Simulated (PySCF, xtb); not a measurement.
Bonds broken one at a time in the series silaethenyl-X. All species are isolated molecules in the gas phase. One relaxed conformer stands for each flexible species; it need not be the lowest. Strings in code marks are SMILES.

Quantity: homolytic bond dissociation enthalpy at 298 K (no spin–orbit term), in kcal/mol. Thermal and zero-point terms are GFN2-xTB rigid-rotor harmonic values (xtb).

Level 1: ωB97X-D3(BJ)/def2-TZVP // PBE0-D3(BJ)/def2-TZVP (PySCF)
Level 2: B3LYP/3-21G // PBE0-D3(BJ)/def2-TZVP (PySCF)
Level 3: BP86/6-31G* // PBE0-D3(BJ)/def2-TZVP (PySCF)
Level 4: PBE/6-31G* // PBE0-D3(BJ)/def2-TZVP (PySCF)

```json
[
 {"species": "C–Si bond of `C#C[SiH]=C`, giving `C=[SiH]` and `[C]#C`", "level 1": "132.4", "level 2": "123.4", "level 3": "124.9", "level 4": "125.9"},
 {"species": "B–Si bond of `B[SiH]=C` (H–B–Si–C torsion 180°), giving `C=[SiH]` and `[BH2]`", "level 1": "94.3", "level 2": "89.8", "level 3": "91.2", "level 4": "92.9"},
 {"species": "Si–S bond of `C=[SiH]S` (C–Si–S–H torsion 0°), giving `C=[SiH]` and `[SH]`", "level 1": "94.2", "level 2": "67.5", "level 3": "83.1", "level 4": "84.9"},
 {"species": "Si–Cl bond of `C=[SiH]Cl`, giving `C=[SiH]` and `[Cl]`", "level 1": "112.0", "level 2": "82.2", "level 3": "101.8", "level 4": "103.3"},
 {"species": "C–Si bond of `C=C[SiH]=C` (C–C–Si–C torsion 15°), giving `C=[SiH]` and `[CH]=C`", "level 1": "99.7", "level 2": "90.1", "level 3": "91.3", "level 4": "92.8"},
 {"species": "C–C bond of `C=[SiH]C(C)=O` (C–Si–C–O torsion 0°), giving `C=[SiH][C]=O` (C–Si–C–O torsion 104°) and `[CH3]`", "level 1": "74.0", "level 2": "69.0", "level 3": "69.0", "level 4": "71.6"},
 {"species": "Si–N bond of `C=[SiH]N` (C–Si–N–H torsion 0°), giving `C=[SiH]` and `[NH2]`", "level 1": "108.1", "level 2": "98.7", "level 3": "96.8", "level 4": "98.1"},
 {"species": "Si–C bond of `C=[SiH]C#N`, giving `C=[SiH]` and `[C]#N`", "level 1": "127.0", "level 2": "119.1", "level 3": "114.7", "level 4": "115.8"},
 {"species": "O–C bond of `C=[SiH]OC` (C–Si–O–C torsion 0°), giving `C=[SiH][O]` and `[CH3]`", "level 1": "64.0", "level 2": "65.6", "level 3": "60.2", "level 4": "62.7"},
 {"species": "Si–C bond of `C=[SiH]C=O` (C–Si–C–O torsion 0°), giving `C=[SiH]` and `[CH]=O`", "level 1": "71.1", "level 2": "67.4", "level 3": "68.1", "level 4": "69.4"},
 {"species": "C–O bond of `C=[SiH]C(=O)O` (C–Si–C–O torsion 0°, Si–C–O–H torsion -180°), giving `C=[SiH][C]=O` (C–Si–C–O torsion 104°) and `[OH]`", "level 1": "99.1", "level 2": "95.4", "level 3": "99.5", "level 4": "102.0"},
 {"species": "Si–F bond of `C=[SiH]F`, giving `C=[SiH]` and `[F]`", "level 1": "148.1", "level 2": "128.8", "level 3": "143.7", "level 4": "144.8"}
]
```
